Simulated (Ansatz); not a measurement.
One starting cell of Pd (a generated cell, Pd built in the AFLOW prototype A_hR1_166_a (A10, as in Hg)) was relaxed twice with Ansatz (plane waves, PAW, scalar-relativistic): with r2SCAN at 500 eV and with PBE at 420 eV. The r2SCAN result:

```
Pd
1.0
    0.00000     1.95418     1.95418
    1.95418     0.00000     1.95418
    1.95418     1.95418     0.00000
Pd
1
Direct
  0.00000   0.00000   0.00000
```

```
quantity                          r2SCAN         PBE
--------------------------------  ------  ----------
space group                        Fm-3m       Fm-3m
volume (Å³/atom)                   14.93  (withheld)
a (Å)                              3.908  (withheld)
gap (eV, no spin-orbit coupling)    0.00  (withheld)
```

Task: What does PBE give for the same quantities?

Result: 
- volume (Å³/atom), PBE: 15.32
- a (Å), PBE: 3.943
- gap (eV, no spin-orbit coupling), PBE: 0.00

Both levels end in the same structure; PBE's volume is 2.7 % larger. Neither column is exact.

No spin polarisation in the result. A magnetic state may lie lower.

Measured for Pd: a 3.876 Å (static lattice; corrected from measurement; as listed in Daniel Mejia-Rodriguez, S. B. Trickey, Phys. Rev. B (2018)). Computed minus measured — a: r2SCAN +0.8 %, PBE +1.7 %. The computed values are for a static lattice.

The run could not lose the symmetry of its start; a randomly shaken copy of 2 atoms returns to this structure.

Ansatz is a first-principles code.
